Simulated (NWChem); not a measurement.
System: SiH₂, singlet; SMILES [SiH2]

Here is an NWChem input.

```
start job
memory heap 200 mb stack 900 mb global 1100 mb
geometry units angstroms noautoz
  Si     0.000000     0.000000     0.180908
  H      1.093423     0.000000    -0.889802
  H     -1.093423     0.000000    -0.889802
end
basis spherical
  * library aug-cc-pvdz
end
dft
  xc bhlyp
  iterations 150
  vectors input atomic output neutral.movecs
end
task dft energy
charge 1
dft
  odft
  mult 2
  vectors input atomic output cation.movecs
end
task dft energy
charge -1
dft
  odft
  mult 2
  vectors input atomic output anion.movecs
end
task dft energy
```

Low-valent species are run as closed-shell singlets; no triplet was tried in these runs. Structure relaxed at the B3LYP/6-31G* (spherical d) level.

Ions are spin-unrestricted doublets at the neutral geometry; other ion states weren't tried.

Question: Predict the main results of this run. (BHandHLYP/aug-cc-pVDZ, vertical spin-unrestricted ions.) Quantities: vertical ionisation energy, ΔSCF (eV); −ε(HOMO) (eV).

Answer: 
```json
{
 "vertical ionisation energy, ΔSCF (eV)": "9.33",
 "−ε(HOMO) (eV)": "7.81"
}
```
